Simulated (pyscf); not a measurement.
Structures and frequencies: ωB97X-D3(BJ)/def2-SVP in PySCF.

Estimate by transition-state theory (the high-pressure limit) the rate constant of H₃C–GaH₂ + H₂C=CH₂ → H₃C–CH₂–CH₂–GaH₂ (singlet surface; C–Ga broken, C–C, C–Ga formed) at 600 K, with ωB97M-D3(BJ)/def2-TZVP energies (ideal gas, 1 atm, RRHO with modes under 100 cm⁻¹ raised to 100, one conformer, R ln 2 for chiral ones without a mode under 150 cm⁻¹; no tunnelling).

The electronic barrier is 23.3 kcal/mol and the thermal terms add +27.2, so ΔG‡ = 50.5 kcal/mol. With k_BT/h = 1.25e+13 s⁻¹ and RT = 1.192 kcal/mol, and a volume of 8.18e-20 cm³ per molecule at 1 atm, k = 4.2e-25 cm³ molecule⁻¹ s⁻¹. The product is born with the 46 kcal/mol of the reverse barrier and needs collisions to keep. Wigner's tunnelling factor for 551i cm⁻¹ would be 1.07. A shift of 1 kcal/mol in the barrier changes k by a factor 2.3. On the reactant side the descent ends in a bound adduct (not fully relaxed), 11.0 kcal/mol under the separated species and 31.7 kcal/mol under the saddle at ωB97X-D3(BJ)/def2-TZVP. At the saddle there is also a short C–Ga contact that neither side keeps. At ωB97X-D3(BJ)/def2-TZVP the barrier from the zero used here is 20.7 kcal/mol. H₃C–CH₂–CH₂–GaH₂ lies 17.5 kcal/mol over its isomer H₃C–Ga(CH₃)–CH₃ (electronic energy, ωB97M-D3(BJ)/def2-TZVP). One saddle was located; it need not be the lowest between these sides. Elements up to Kr have no core potential and no relativistic terms here.
